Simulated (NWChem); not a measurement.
**SiH3F (SMILES F[SiH3]) at MP2/cc-pVDZ (frozen virtual 4)**

What is the vertical ionisation energy of SiH3F at MP2/cc-pVDZ (frozen virtual 4)? 

The results are computed with NWChem 7.3.0.

## Step 1: The molecule

SiH3F: 5 atoms, total charge 0, spin state singlet. As SMILES, `F[SiH3]`. The shape is that of a PBE0-D4/def2-TZVP optimisation.

Bond lengths: F1–Si2 1.600 Å, Si2–H3 1.482 Å, Si2–H4 1.482 Å, Si2–H5 1.482 Å. Angles: F1–Si2–H3 108.3°, F1–Si2–H4 108.3°, F1–Si2–H5 108.3°, H3–Si2–H4 110.6°, H3–Si2–H5 110.6°, H4–Si2–H5 110.6°.

## Step 2: A single-point energy at MP2/cc-pVDZ (frozen virtual 4)

test.nw reads:

```
start test
memory total 2200 mb

geometry units angstroms noautosym nocenter noautoz
  F    -1.274600    0.162800    0.858000
  Si    0.043300   -0.019300   -0.030700
  H    -0.367800   -0.192600   -1.443700
  H     0.768600   -1.217900    0.451600
  H     0.880500    1.193400    0.123400
end

basis spherical bse
  * library cc-pVDZ
end

scf
  thresh 1e-08
  maxiter 80
  print low
end

mp2
  freeze core 6 virtual 4
  tight
end

task mp2 energy
```

The run is started by

```bash
$ nwchem test.nw > test.out
```

What it wrote:

```text
[...]
  functions       =    47
[...]
  wavefunction    = RHF
[...]
         Total SCF energy =   -390.161743864786
      One-electron energy =   -667.484990962360
      Two-electron energy =    214.280435306965
 Nuclear repulsion energy =     63.042811790608
        Time for solution =      5.6s
[...]
          Total MP2 energy          -390.393179213245
[...]
```

It took 7.5 s on 1 thread of Intel Xeon 6975P-C (Granite Rapids), shared host; peak memory 0.1 GiB.

## Step 3: The doublet cation

m1.nw reads:

```
start m1
memory total 2200 mb
charge 1

geometry units atomic noautosym nocenter noautoz
  F   -2.40864492   0.30764741   1.62138501
  Si   0.08182514  -0.03647171  -0.05801459
  H   -0.69504127  -0.36396125  -2.72819761
  H    1.45244350  -2.30149745   0.85340032
  H    1.66390385   2.25519916   0.23319220
end

basis spherical bse
  * library cc-pVDZ
end

scf
  nopen 1
  uhf
  thresh 1e-08
  maxiter 80
  noprint "final vectors analysis"
end

mp2
  freeze core 6 virtual 4
  tight
end

task mp2 energy
```

The run is started by

```bash
$ nwchem m1.nw > m1.out
```

What it wrote:

```text
[...]
  functions       =    47
[...]
  wavefunction    = UHF
[...]
         Total SCF energy =   -389.709453359339
      One electron energy =   -659.874882851895
      Two electron energy =    207.122622198429
 Nuclear repulsion energy =     63.042807294127
                       Sz =      0.5000
                 Sz(Sz+1) =      0.7500
                      S^2 =      0.7717
[...]
          Total MP2 energy          -389.929515693574
[...]
```

Run time: 36 s. Hardware: 1 thread of Intel Xeon 6975P-C (Granite Rapids), shared host; peak memory 0.1 GiB.

## Step 4: Results

At MP2/cc-pVDZ (frozen virtual 4), 6 core orbitals frozen:

| quantity | value |
| --- | --- |
| singlet SiH3F: total energy | -390.39318 Eh |
| singlet SiH3F: correlation energy (6 core orbitals frozen) | -231.4 mEh |
| doublet cation: total energy | -389.92952 Eh |
| doublet cation: correlation energy (6 core orbitals frozen) | -220.1 mEh |
| doublet cation: ⟨S²⟩ of the reference determinant | 0.772 |
| vertical ionisation energy (to the doublet cation) | 12.617 eV |

Removing an electron at fixed nuclei costs 12.62 eV (291 kcal/mol). Mulliken charges (doublet cation) run from -0.33 on F1 to +0.88 on Si2; they depend strongly on the basis.
